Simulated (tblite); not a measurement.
1,3-dioxane, C₄H₈O₂.
Bonds: C1–C2, C2–O3, O3–C4, C4–O5, O5–C6, C1–C6. Hydrogens: H7, H8 on C1; H9, H10 on C2; H11, H12 on C4; H13, H14 on C6.

Computed with GFN2-xTB (tblite), gas phase: Langevin dynamics at 400 K from the optimised GFN2-xTB geometry, time step 0.5 fs, friction 0.01 fs⁻¹, 2000 steps. The instantaneous temperature is 2·E(kin)/(3Nk) with all 3N coordinates.

```json
{"t (fs)": "0", "T (K)": "310", "E(pot) above start (eV)": "0.000", "C1–C2 (Å)": "1.530", "C2–O3 (Å)": "1.415", "O3–C4 (Å)": "1.394", "C4–O5 (Å)": "1.394", "O5–C6 (Å)": "1.415", "C1–H7 (Å)": "1.091"}
{"t (fs)": "25", "T (K)": "195", "E(pot) above start (eV)": "0.446", "C1–C2 (Å)": "1.550", "C2–O3 (Å)": "1.447", "O3–C4 (Å)": "1.415", "C4–O5 (Å)": "1.395", "O5–C6 (Å)": "1.457", "C1–H7 (Å)": "1.197"}
{"t (fs)": "50", "T (K)": "209", "E(pot) above start (eV)": "0.394", "C1–C2 (Å)": "1.506", "C2–O3 (Å)": "1.392", "O3–C4 (Å)": "1.375", "C4–O5 (Å)": "1.398", "O5–C6 (Å)": "1.440", "C1–H7 (Å)": "1.169"}
{"t (fs)": "75", "T (K)": "318", "E(pot) above start (eV)": "0.390", "C1–C2 (Å)": "1.572", "C2–O3 (Å)": "1.378", "O3–C4 (Å)": "1.369", "C4–O5 (Å)": "1.428", "O5–C6 (Å)": "1.408", "C1–H7 (Å)": "1.036"}
{"t (fs)": "100", "T (K)": "367", "E(pot) above start (eV)": "0.479", "C1–C2 (Å)": "1.574", "C2–O3 (Å)": "1.444", "O3–C4 (Å)": "1.414", "C4–O5 (Å)": "1.423", "O5–C6 (Å)": "1.406", "C1–H7 (Å)": "1.012"}
{"t (fs)": "125", "T (K)": "347", "E(pot) above start (eV)": "0.589", "C1–C2 (Å)": "1.509", "C2–O3 (Å)": "1.424", "O3–C4 (Å)": "1.364", "C4–O5 (Å)": "1.376", "O5–C6 (Å)": "1.451", "C1–H7 (Å)": "1.158"}
{"t (fs)": "150", "T (K)": "266", "E(pot) above start (eV)": "0.584", "C1–C2 (Å)": "1.559", "C2–O3 (Å)": "1.406", "O3–C4 (Å)": "1.375", "C4–O5 (Å)": "1.392", "O5–C6 (Å)": "1.488", "C1–H7 (Å)": "1.162"}
{"t (fs)": "175", "T (K)": "456", "E(pot) above start (eV)": "0.464", "C1–C2 (Å)": "1.595", "C2–O3 (Å)": "1.441", "O3–C4 (Å)": "1.403", "C4–O5 (Å)": "1.368", "O5–C6 (Å)": "1.418", "C1–H7 (Å)": "1.084"}
{"t (fs)": "200", "T (K)": "368", "E(pot) above start (eV)": "0.925", "C1–C2 (Å)": "1.549", "C2–O3 (Å)": "1.385", "O3–C4 (Å)": "1.395", "C4–O5 (Å)": "1.471", "O5–C6 (Å)": "1.365", "C1–H7 (Å)": "1.007"}
{"t (fs)": "225", "T (K)": "441", "E(pot) above start (eV)": "0.597", "C1–C2 (Å)": "1.565", "C2–O3 (Å)": "1.401", "O3–C4 (Å)": "1.432", "C4–O5 (Å)": "1.451", "O5–C6 (Å)": "1.391", "C1–H7 (Å)": "1.062"}
{"t (fs)": "250", "T (K)": "389", "E(pot) above start (eV)": "0.817", "C1–C2 (Å)": "1.585", "C2–O3 (Å)": "1.382", "O3–C4 (Å)": "1.375", "C4–O5 (Å)": "1.327", "O5–C6 (Å)": "1.513", "C1–H7 (Å)": "1.154"}
{"t (fs)": "275", "T (K)": "391", "E(pot) above start (eV)": "0.635", "C1–C2 (Å)": "1.587", "C2–O3 (Å)": "1.463", "O3–C4 (Å)": "1.366", "C4–O5 (Å)": "1.365", "O5–C6 (Å)": "1.421", "C1–H7 (Å)": "1.150"}
{"t (fs)": "300", "T (K)": "316", "E(pot) above start (eV)": "0.651", "C1–C2 (Å)": "1.507", "C2–O3 (Å)": "1.477", "O3–C4 (Å)": "1.403", "C4–O5 (Å)": "1.503", "O5–C6 (Å)": "1.411", "C1–H7 (Å)": "1.075"}
{"t (fs)": "325", "T (K)": "437", "E(pot) above start (eV)": "0.381", "C1–C2 (Å)": "1.518", "C2–O3 (Å)": "1.459", "O3–C4 (Å)": "1.384", "C4–O5 (Å)": "1.410", "O5–C6 (Å)": "1.433", "C1–H7 (Å)": "1.026"}
{"t (fs)": "350", "T (K)": "423", "E(pot) above start (eV)": "0.804", "C1–C2 (Å)": "1.605", "C2–O3 (Å)": "1.385", "O3–C4 (Å)": "1.466", "C4–O5 (Å)": "1.307", "O5–C6 (Å)": "1.393", "C1–H7 (Å)": "1.090"}
{"t (fs)": "375", "T (K)": "446", "E(pot) above start (eV)": "0.518", "C1–C2 (Å)": "1.604", "C2–O3 (Å)": "1.360", "O3–C4 (Å)": "1.468", "C4–O5 (Å)": "1.407", "O5–C6 (Å)": "1.413", "C1–H7 (Å)": "1.147"}
{"t (fs)": "400", "T (K)": "376", "E(pot) above start (eV)": "0.654", "C1–C2 (Å)": "1.500", "C2–O3 (Å)": "1.430", "O3–C4 (Å)": "1.401", "C4–O5 (Å)": "1.527", "O5–C6 (Å)": "1.432", "C1–H7 (Å)": "1.114"}
{"t (fs)": "425", "T (K)": "456", "E(pot) above start (eV)": "0.504", "C1–C2 (Å)": "1.518", "C2–O3 (Å)": "1.456", "O3–C4 (Å)": "1.390", "C4–O5 (Å)": "1.448", "O5–C6 (Å)": "1.397", "C1–H7 (Å)": "1.082"}
{"t (fs)": "450", "T (K)": "408", "E(pot) above start (eV)": "0.536", "C1–C2 (Å)": "1.533", "C2–O3 (Å)": "1.446", "O3–C4 (Å)": "1.375", "C4–O5 (Å)": "1.296", "O5–C6 (Å)": "1.411", "C1–H7 (Å)": "1.103"}
{"t (fs)": "475", "T (K)": "458", "E(pot) above start (eV)": "0.443", "C1–C2 (Å)": "1.572", "C2–O3 (Å)": "1.414", "O3–C4 (Å)": "1.374", "C4–O5 (Å)": "1.375", "O5–C6 (Å)": "1.480", "C1–H7 (Å)": "1.097"}
{"t (fs)": "500", "T (K)": "457", "E(pot) above start (eV)": "0.717", "C1–C2 (Å)": "1.535", "C2–O3 (Å)": "1.451", "O3–C4 (Å)": "1.380", "C4–O5 (Å)": "1.473", "O5–C6 (Å)": "1.423", "C1–H7 (Å)": "1.089"}
{"t (fs)": "525", "T (K)": "455", "E(pot) above start (eV)": "0.822", "C1–C2 (Å)": "1.563", "C2–O3 (Å)": "1.461", "O3–C4 (Å)": "1.395", "C4–O5 (Å)": "1.496", "O5–C6 (Å)": "1.311", "C1–H7 (Å)": "1.124"}
{"t (fs)": "550", "T (K)": "536", "E(pot) above start (eV)": "0.820", "C1–C2 (Å)": "1.501", "C2–O3 (Å)": "1.323", "O3–C4 (Å)": "1.414", "C4–O5 (Å)": "1.343", "O5–C6 (Å)": "1.426", "C1–H7 (Å)": "1.124"}
{"t (fs)": "575", "T (K)": "648", "E(pot) above start (eV)": "0.579", "C1–C2 (Å)": "1.536", "C2–O3 (Å)": "1.438", "O3–C4 (Å)": "1.482", "C4–O5 (Å)": "1.338", "O5–C6 (Å)": "1.480", "C1–H7 (Å)": "1.110"}
{"t (fs)": "600", "T (K)": "528", "E(pot) above start (eV)": "0.626", "C1–C2 (Å)": "1.549", "C2–O3 (Å)": "1.505", "O3–C4 (Å)": "1.407", "C4–O5 (Å)": "1.392", "O5–C6 (Å)": "1.401", "C1–H7 (Å)": "1.054"}
{"t (fs)": "625", "T (K)": "461", "E(pot) above start (eV)": "0.624", "C1–C2 (Å)": "1.499", "C2–O3 (Å)": "1.425", "O3–C4 (Å)": "1.335", "C4–O5 (Å)": "1.456", "O5–C6 (Å)": "1.418", "C1–H7 (Å)": "1.069"}
{"t (fs)": "650", "T (K)": "400", "E(pot) above start (eV)": "0.831", "C1–C2 (Å)": "1.512", "C2–O3 (Å)": "1.443", "O3–C4 (Å)": "1.418", "C4–O5 (Å)": "1.381", "O5–C6 (Å)": "1.428", "C1–H7 (Å)": "1.139"}
{"t (fs)": "675", "T (K)": "418", "E(pot) above start (eV)": "0.736", "C1–C2 (Å)": "1.542", "C2–O3 (Å)": "1.411", "O3–C4 (Å)": "1.486", "C4–O5 (Å)": "1.340", "O5–C6 (Å)": "1.383", "C1–H7 (Å)": "1.101"}
{"t (fs)": "700", "T (K)": "422", "E(pot) above start (eV)": "0.595", "C1–C2 (Å)": "1.542", "C2–O3 (Å)": "1.379", "O3–C4 (Å)": "1.395", "C4–O5 (Å)": "1.417", "O5–C6 (Å)": "1.481", "C1–H7 (Å)": "1.061"}
{"t (fs)": "725", "T (K)": "398", "E(pot) above start (eV)": "0.547", "C1–C2 (Å)": "1.596", "C2–O3 (Å)": "1.470", "O3–C4 (Å)": "1.370", "C4–O5 (Å)": "1.439", "O5–C6 (Å)": "1.444", "C1–H7 (Å)": "1.114"}
{"t (fs)": "750", "T (K)": "330", "E(pot) above start (eV)": "0.780", "C1–C2 (Å)": "1.546", "C2–O3 (Å)": "1.431", "O3–C4 (Å)": "1.377", "C4–O5 (Å)": "1.361", "O5–C6 (Å)": "1.383", "C1–H7 (Å)": "1.139"}
{"t (fs)": "775", "T (K)": "310", "E(pot) above start (eV)": "0.530", "C1–C2 (Å)": "1.539", "C2–O3 (Å)": "1.418", "O3–C4 (Å)": "1.402", "C4–O5 (Å)": "1.368", "O5–C6 (Å)": "1.447", "C1–H7 (Å)": "1.075"}
{"t (fs)": "800", "T (K)": "439", "E(pot) above start (eV)": "0.431", "C1–C2 (Å)": "1.542", "C2–O3 (Å)": "1.424", "O3–C4 (Å)": "1.386", "C4–O5 (Å)": "1.448", "O5–C6 (Å)": "1.439", "C1–H7 (Å)": "1.110"}
{"t (fs)": "825", "T (K)": "277", "E(pot) above start (eV)": "0.560", "C1–C2 (Å)": "1.525", "C2–O3 (Å)": "1.380", "O3–C4 (Å)": "1.366", "C4–O5 (Å)": "1.445", "O5–C6 (Å)": "1.395", "C1–H7 (Å)": "1.103"}
{"t (fs)": "850", "T (K)": "240", "E(pot) above start (eV)": "0.494", "C1–C2 (Å)": "1.572", "C2–O3 (Å)": "1.408", "O3–C4 (Å)": "1.361", "C4–O5 (Å)": "1.398", "O5–C6 (Å)": "1.425", "C1–H7 (Å)": "1.083"}
{"t (fs)": "875", "T (K)": "313", "E(pot) above start (eV)": "0.408", "C1–C2 (Å)": "1.527", "C2–O3 (Å)": "1.405", "O3–C4 (Å)": "1.391", "C4–O5 (Å)": "1.398", "O5–C6 (Å)": "1.469", "C1–H7 (Å)": "1.116"}
{"t (fs)": "900", "T (K)": "286", "E(pot) above start (eV)": "0.520", "C1–C2 (Å)": "1.546", "C2–O3 (Å)": "1.448", "O3–C4 (Å)": "1.406", "C4–O5 (Å)": "1.388", "O5–C6 (Å)": "1.442", "C1–H7 (Å)": "1.085"}
{"t (fs)": "925", "T (K)": "353", "E(pot) above start (eV)": "0.550", "C1–C2 (Å)": "1.584", "C2–O3 (Å)": "1.421", "O3–C4 (Å)": "1.388", "C4–O5 (Å)": "1.383", "O5–C6 (Å)": "1.449", "C1–H7 (Å)": "1.094"}
{"t (fs)": "950", "T (K)": "335", "E(pot) above start (eV)": "0.637", "C1–C2 (Å)": "1.578", "C2–O3 (Å)": "1.392", "O3–C4 (Å)": "1.378", "C4–O5 (Å)": "1.475", "O5–C6 (Å)": "1.424", "C1–H7 (Å)": "1.094"}
{"t (fs)": "975", "T (K)": "295", "E(pot) above start (eV)": "0.712", "C1–C2 (Å)": "1.518", "C2–O3 (Å)": "1.371", "O3–C4 (Å)": "1.394", "C4–O5 (Å)": "1.455", "O5–C6 (Å)": "1.387", "C1–H7 (Å)": "1.126"}
{"t (fs)": "1000", "T (K)": "293", "E(pot) above start (eV)": "0.684", "C1–C2 (Å)": "1.553", "C2–O3 (Å)": "1.453", "O3–C4 (Å)": "1.415", "C4–O5 (Å)": "1.387", "O5–C6 (Å)": "1.398", "C1–H7 (Å)": "1.100"}
```

**Question.** From 500 fs on, how do temperature and potential energy compare with equipartition?

**Answer.** The mean temperature of these 21 frames is 390 K against the target 400 K, and the mean potential energy 0.63 eV against 36 × kT/2 = 0.62 eV for 36 classical harmonic modes. For 14 atoms in a canonical ensemble the temperature itself scatters by T·√(2/(3N)) = 87 K; here its standard deviation is 100 K. The whole run lasts only 10 friction times of 100 fs, so these averages carry a wide statistical error.

**Question.** What are the kinetic and total energies of the listed frame with the highest potential energy?

**Answer.** The one at 200 fs, 0.925 eV above the start. Its kinetic energy is 3NkT/2 = 0.665 eV at 368 K, so the sum is 1.59 eV; over the listed frames the sum runs from 0.56 to 1.79 eV, since the thermostat adds and removes energy.

**Question.** How much do the listed bonds fluctuate from 500 fs on?

**Answer.** 
| bond | at the start (Å) | mean (Å) | standard deviation (Å) |
| --- | --- | --- | --- |
| C1–C2 | 1.530 | 1.543 | 0.025 |
| C2–O3 | 1.415 | 1.422 | 0.039 |
| O3–C4 | 1.394 | 1.397 | 0.034 |
| C4–O5 | 1.394 | 1.409 | 0.046 |
| O5–C6 | 1.415 | 1.421 | 0.038 |
| C1–H7 | 1.091 | 1.101 | 0.023 |

The motion is classical and holds no zero-point motion.

What follows is the cost of the whole dynamics run. Hardware: an Intel Xeon at 2.50 GHz with one thread, no GPU, on a shared host. Cost: 21 s, 0.18 GiB resident at most.
